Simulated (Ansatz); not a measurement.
Basis-set extrapolation for C5H10 (`C=CCCC`) (PBE0-D4/def2-TZVP geometry, frozen core, Ansatz). Multiplicity 1, RHF reference.

```
                      def2-TZVPP   def2-QZVPP
                 HF  -195.215426  -195.224619
    MP2 correlation    -0.856599    -0.909934
CCSD(T) correlation    -0.948247      not run
```

Energies in hartree. Use E(X) = E(∞) + A·exp(−7.88·√X) for Hartree–Fock and E(X) = E(∞) + B·X^(−2.97) for correlation, with X = 3 and 4, and add CCSD(T) minus MP2 of the smaller set to the MP2 limit.

What is the CCSD(T) energy at the basis-set limit?

HF limit: -195.224619 + (-0.009193) × 0.13774 = -195.22589. MP2 limit: -0.909934 + (-0.053335) × 0.74074 = -0.94944. Higher-order term: -0.948247 − (-0.856599) = -0.09165. Total: -196.26698 hartree, 271.2 kJ/mol below CCSD(T)/def2-TZVPP.
